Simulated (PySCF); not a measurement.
## EPR parameters of C4H3N2

Species: C4H3N2 (doublet state).
Structure used (GFN2-xTB), in Å, numbered top down from 1:
```xyz
9
C4H3N2 angstrom
N     -1.7972    1.2701    1.5277
C     -1.3684    0.4749    0.8297
C     -0.8084   -0.5221   -0.0535
C      0.5886   -0.2241   -0.3753
C      1.6819    0.5008   -0.2915
N      1.6597   -0.7095   -1.1088
H     -0.8654   -1.5105    0.4185
H     -1.3903   -0.5648   -0.9822
H      2.3131    1.2912    0.0103
```

The hyperfine couplings belong to this conformer and change with its torsions.

Identity: `N#CC[C]1C=N1` [radical].

Computed with UKS B3LYP, pcH-1 on C H N, non-relativistic, mean-field spin-orbit, GIAO in PySCF 2.14.0. The structure is a single GFN2-xTB conformer in the gas phase; no vibrational or solvent corrections. A GFN2-xTB geometry isn't a minimum of the functional, and hyperfine couplings can be far from their values at a DFT geometry. No stability test was run, so a lower SCF solution isn't excluded.

```
g1, g2, g3      : 2.00209, 2.00276, 2.00505
g_iso           : 2.00330
Form of g       : rhombic: the two nearest values differ by 22 % of g3 − g1
⟨S²⟩            : 0.7592 (exact 0.7500)
Basis functions : 180
```

Hyperfine couplings atom by atom, in MHz; T1 to T3 are the principal values of the dipolar part:

```json
{"atom": "N1", "isotope": "14N", "a_iso": "0.0", "T1": "-0.2", "T2": "0.0", "T3": "0.1", "Mulliken spin population": "0.00"}
{"atom": "C2", "isotope": "13C", "a_iso": "-1.9", "T1": "-0.4", "T2": "-0.4", "T3": "0.8", "Mulliken spin population": "0.00"}
{"atom": "C3", "isotope": "13C", "a_iso": "-4.2", "T1": "-1.1", "T2": "-0.2", "T3": "1.3", "Mulliken spin population": "0.00"}
{"atom": "C4", "isotope": "13C", "a_iso": "-26.8", "T1": "-3.3", "T2": "-3.3", "T3": "6.6", "Mulliken spin population": "-0.06"}
{"atom": "C5", "isotope": "13C", "a_iso": "21.0", "T1": "-32.6", "T2": "-26.4", "T3": "59.0", "Mulliken spin population": "0.31"}
{"atom": "N6", "isotope": "14N", "a_iso": "27.3", "T1": "-40.6", "T2": "-37.5", "T3": "78.2", "Mulliken spin population": "0.76"}
{"atom": "H7", "isotope": "1H", "a_iso": "1.8", "T1": "-2.4", "T2": "-1.7", "T3": "4.1", "Mulliken spin population": "0.00"}
{"atom": "H8", "isotope": "1H", "a_iso": "1.8", "T1": "-2.4", "T2": "-1.7", "T3": "4.1", "Mulliken spin population": "0.00"}
{"atom": "H9", "isotope": "1H", "a_iso": "-32.8", "T1": "-17.1", "T2": "-1.1", "T3": "18.2", "Mulliken spin population": "-0.02"}
```

Largest spin populations (Mulliken): N6 (+0.76), C5 (+0.31) and C4 (-0.06).

The SMILES `N#CC[C]1C=N1` draws the unpaired electron on C4, whose computed spin population is only -0.06.

Axes: g3 points within 8° of the C4–C5 bond.

Under fast tumbling the dipolar parts average out, and these isotropic splittings remain: 1 × 1H (H9, I = 1/2, 2 lines) with 1.17 mT, 1 × 14N (N6, I = 1, 3 lines) with 0.97 mT and 2 × 1H (H7/H8, I = 1/2, 3 lines) with 0.06 mT.

The 13C coupling of C4 (-26.8 MHz) shows only in satellite lines or after enrichment, since that isotope makes up about 1.07 % of natural carbon.

Hardware: Arm Neoverse V1, one thread, on a shared host. Cost: 25 s of wall time (grids of density and orbitals included), 0.69 GiB resident at most.
